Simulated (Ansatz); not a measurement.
**AlClH3N (SMILES [NH2][AlH][Cl]): functionals against CCSD(T) at one geometry**

One table from this session's results is given with a row withheld; the runs are named, their logs left out.

The runs use Ansatz 0.2.0, Gaussian basis; single points in def2-TZVPP.

Cores are frozen in the correlated methods. B3LYP uses VWN-RPA correlation.

## The starting structure

6 atoms, charge 0, spin multiplicity 1.

Atoms are counted from 1 here; the program's logs count them from 0.

Bond lengths: N1–Al2 1.761 Å, N1–H4 1.022 Å, N1–H5 1.019 Å, Al2–Cl3 2.028 Å, Al2–H6 1.518 Å. Angles: Al2–N1–H4 126.8°, Al2–N1–H5 126.3°, H4–N1–H5 106.9°, N1–Al2–Cl3 123.0°, N1–Al2–H6 118.4°, Cl3–Al2–H6 118.7°.

As a file:

```xyz
6
charge 0, multiplicity 1
N    -0.63610    0.25840   -0.71290
Al    0.49190   -0.11820    0.58630
Cl    1.40050   -1.92210    0.77080
H    -1.13910    1.13670   -0.85130
H    -0.91810   -0.36610   -1.46750
H     0.82120    0.96920    1.59320
```

The first run:

File run/in.yaml:

```yaml
crystal:
  periodic: [false, false, false]
  atoms:
    - {symbol: N, position_ang: [-0.636100, 0.258400, -0.712900]}
    - {symbol: Al, position_ang: [0.491900, -0.118200, 0.586300]}
    - {symbol: Cl, position_ang: [1.400500, -1.922100, 0.770800]}
    - {symbol: H, position_ang: [-1.139100, 1.136700, -0.851300]}
    - {symbol: H, position_ang: [-0.918100, -0.366100, -1.467500]}
    - {symbol: H, position_ang: [0.821200, 0.969200, 1.593200]}
basis:
  gaussian: {orbitals: def2-TZVPP}
correlation: {method: ccsd_t}
output: {forces: true}
```

No record of the launch command was kept for these runs.

Steps of the session up to this table: CCSD(T)/def2-TZVPP; PBE0-D4/def2-TZVPP; wB97M-V/def2-TZVPP; r2SCAN-D4/def2-TZVPP; PBE-D4/def2-TZVPP; B3LYP-D4/def2-TZVPP; revPBE-D4/def2-TZVPP.

One table of the session follows, with a row left open; its other results are not shown here.

```
   method  RMS force component (eV/Å)  angle to CCSD(T) forces (°)  dipole (D)
  CCSD(T)                       0.579                    reference        1.89
  PBE0-D4                       0.560                          6.5        1.94
  wB97M-V                       0.561                          4.2        1.91
r2SCAN-D4                       0.546                          4.8        1.97
   PBE-D4                       0.546                         13.1        1.95
 B3LYP-D4                           ?                            ?           ?
revPBE-D4                       0.574                         13.5        1.94
```

Estimate the missing values for B3LYP-D4.

As computed: RMS force component (eV/Å): 0.571; angle to CCSD(T) forces (°): 2.9; dipole (D): 1.93. In the column «RMS force component (eV/Å)» it lies between wB97M-V (0.561) and revPBE-D4 (0.574).
